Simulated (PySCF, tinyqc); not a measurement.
Starting guesses with DIIS over 6 matrices: SCF starting guesses in the sto-3g basis, for CH2, spin multiplicity 1. Computed by the program tinyqc with PySCF. 

Geometry (angstrom):
```
atom       x        y       z
C     0.0000   0.0000  0.0000
H     0.0000   0.9460  0.5140
H     0.0000  -0.9850  0.5360
```

lowest restricted solution found by these runs and by PySCF = -38.354752 hartree

RHF with one setting changed at a time; a run stops when the energy changes by less than 1e-09 hartree and the error matrix is below 1e-5. Starts: the lowest orbitals of the core Hamiltonian, of the Wolfsberg-Helmholz matrix (K = 1.75), projected atomic densities, random orbitals, and the highest orbitals of the core Hamiltonian (a deliberately bad start).

Largest element of the error matrix X^T (FDS - SDF) X:
```
iteration     core  Wolfsberg-Helmholz  atomic densities   random  highest core orbitals
1          7.0e-01             2.9e-01           8.6e-01  6.6e+00                2.8e-01
2          1.1e-01             6.1e-02           4.7e-02  4.0e-01                4.2e-01
3          2.7e-02             2.1e-02           2.0e-02  7.3e-02                2.7e-01
4          3.2e-03             2.4e-03           3.9e-03  4.8e-02                1.4e-01
5          4.8e-04             9.7e-05           1.9e-04  5.2e-02                2.2e-01
6          1.1e-04             1.8e-05           2.2e-05  5.6e-02                1.9e-01
8          7.7e-07                   -           2.0e-07  9.6e-03                3.0e-01
10               -                   -                 -  8.6e-04                2.6e-01
14               -                   -                 -  1.1e-06                3.8e-04
```

How each run ends:
```
run                    iterations  E (hartree)         state
core                            9    -38.22770        higher
Wolfsberg-Helmholz              7    -38.35475  lowest found
atomic densities                8    -38.35475  lowest found
random                         14    -38.22770        higher
highest core orbitals          16    -38.22770        higher
```

2 of 5 runs reach the lowest restricted solution found, in 7 to 8 iterations (fastest: Wolfsberg-Helmholz). Ending on a higher stationary point: core, random, highest core orbitals; a small error matrix cannot reveal that, and an occupation fixed by the start is kept by symmetry or by the shape of the basin. The first errors are 7e-01, 3e-01, 9e-01, 7e+00, 3e-01; the deliberately bad start has the smallest one, so a small first error does not mark a good start. The restricted reference is unstable here: a spin-polarised solution lies 0.0418 hartree lower (PySCF), so results built on it describe a poor reference.
